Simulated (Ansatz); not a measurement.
# Si₂Cl (doublet): the correlation ladder, def2-TZVPP

One table from this session's results is given with a row withheld; the runs are named, their logs left out.

Program: Ansatz 0.2.0, Gaussian basis. Level of theory: def2-TZVPP, core rule «outside noble gas», up to 15 orbitals frozen. These are calculated values, not measurements.

The runs, in order: UHF; ROHF; CCSD(T) on UHF.

## The geometry

The geometry is a PBE0/def2-TZVP stationary point (not a proven minimum) of the parent state, kept for this charge and spin.

3 atoms, charge 0, spin multiplicity 2.

Atoms are counted from 1 here; the program's logs count them from 0.

Bond lengths: Cl1–Si2 2.077 Å, Si2–Si3 2.325 Å. Angles: Cl1–Si2–Si3 112.0°.

The first run:

Input file in.yaml:

```yaml
crystal:
  periodic: [false, false, false]
  atoms:
    - {symbol: Cl, position_ang: [0.000000, -0.369686, 1.635032]}
    - {symbol: Si, position_ang: [0.000000, 0.849888, -0.046560]}
    - {symbol: Si, position_ang: [0.000000, -0.383225, -2.017380]}
basis:
  gaussian: {orbitals: def2-TZVPP}
magnetization: {spin_polarized: true, initial_magnetization: 1}
hamiltonian: {xc: hf}
output: {orbitals: {seedname: orbitals}}
```

Command:

```
> ansatz run in.yaml --threads 1 --pin off --events-out ev --progress --plain --max-ram 4096MiB --backend cpu
```

Steps of the session up to this table: UHF; ROHF; CCSD(T) on UHF.

One table of the session follows, with a row left open; its other results are not shown here.

| method | from UCCSD(T) (meV) |
| --- | --- |
| ROHF | +11645.0 |
| UHF | ? |
| UMP2 | +1901.3 |
| UCCSD | +582.8 |
| UCCSD(T) | 0 |

Q: Estimate the row for UHF from the others.

**Answer.** from UCCSD(T) (meV): +11136.0. In the column «from UCCSD(T) (meV)» it lies between UMP2 (+1901.3) and ROHF (+11645.0).

Limits of these values: The determinant is far from a pure spin state, so its energy mixes those of several spin states (harmless only where they are near-degenerate, as at dissociation). Warnings: spin contamination; coupled cluster took another determinant than the lowest.
